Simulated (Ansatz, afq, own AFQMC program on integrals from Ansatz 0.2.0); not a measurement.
AFQMC on a folder of integrals that Ansatz 0.2.0 wrote.

```yaml
crystal:
  periodic: [false, false, false]
  atoms:
    - {symbol: B, position_ang: [0.000000, 0.000000, 0.668909]}
    - {symbol: O, position_ang: [0.000000, 0.000000, -0.612266]}
    - {symbol: H, position_ang: [0.000000, 1.050271, 1.272063]}
    - {symbol: H, position_ang: [0.000000, -1.050271, 1.272063]}
basis:
  gaussian: {orbitals: cc-pVDZ}
magnetization: {spin_polarized: true, initial_magnetization: 1}
correlation: {method: ccsd_t, electrons: outside_noble_gas, hamiltonian_folder: ham}
```

```sh
$ ansatz run in.yaml --threads 1 --pin off --events-out ev --progress --plain --max-ram 1382MiB
```

Options of the walk:

```
--method phaseless --trial hf --walkers 120 --populations 1 --least-time 40 --time-step 0.005 --steps-per-block 20 --equilibration-blocks 112 --max-blocks 600 --target-error 0.0012000 --factor-cut 1e-05 --start spin_pure --seed 8787 --taylor-order 6
```

Times are imaginary, in 1/Eh. The walk had a cap of 1172 s.

Log:

```
orbitals 36  electrons 6 5  factors 275 of 344
reference energy -100.70707249 Eh
CCSD correlation -0.26469467 Eh in 13 cycles, weight of the determinant in the CISD state 0.8738
energy of the start -100.707592 Eh
 block  time / (1/Eh)  mean weight  energy / Eh
     1     0.100  1.0007  -100.786184
     2     0.200  1.0019  -100.833794
     3     0.300  1.0018  -100.868753
     4     0.400  1.0013  -100.911433
     5     0.500  1.0008  -100.914238
     8     0.800  0.9991  -100.934509
    18     1.800  0.9987  -100.970953
    69     6.900  1.0006  -100.969530
   120    12.000  1.0032  -101.106250
   171    17.100  1.0018  -100.963726
   222    22.200  0.9999  -101.003421
   273    27.300  1.0022  -100.994968
   324    32.400  1.0008  -101.016053
   375    37.500  0.9985  -100.982620
   426    42.600  0.9990  -100.970007
   460    46.000  1.0010  -100.932172
   477    47.700  0.9988  -100.993909
   528    52.800  1.0011  -100.974044
   579    57.900  1.0003  -101.020713
   630    63.000  1.0003  -100.952655
   681    68.100  0.9985  -100.969266
   698    69.800  0.9998  -100.998044
blocks merged  error / Eh  count
     1  0.000916  600
     2  0.001183  300
     4  0.001511  150
     8  0.001733  75
    16  0.001869  37
    32  0.001961  18
    64  0.002313  9
energy -100.982168 +/- 0.001961 Eh
(rows thinned)
```

The run passed its tests (sampling time, drift between the halves within three errors, error under three times the target), which doesn't prove that it has relaxed.

Against this walk (error 53.4 meV) on the same determinant: CCSD(T) 101.9 meV higher (within the noise), CCSDT(Q) 53.3 meV higher (within the noise), a separate phaseless walk with a CISD trial and standard settings 106.8 ± 54.2 meV higher (within the noise). The error is statistical and leaves out the bias of the constraint.

Cautions: constraint bias not in the error; error above the target (53.4 against 32.7 meV); higher spins were not checked; raised T1 diagnostic (T1 0.040, weight of the determinant 0.87, largest double 0.06); the bias of populations of 120 walkers isn't removed.

The walk took 3 min on 1 thread of Intel(R) Xeon(R) 6975P-C (Granite Rapids), on a shared host. The log's last line is the phaseless energy.

CCSDT and higher add their correlation energy to the determinant of the CCSD(T) run, since their own runs factorise the integrals more tightly (a shift of under 2 meV). A walk keeps the symmetry of its determinant, which the program's search chose and which needn't be the lowest solution, so a lower state of the same spin and another symmetry isn't excluded.
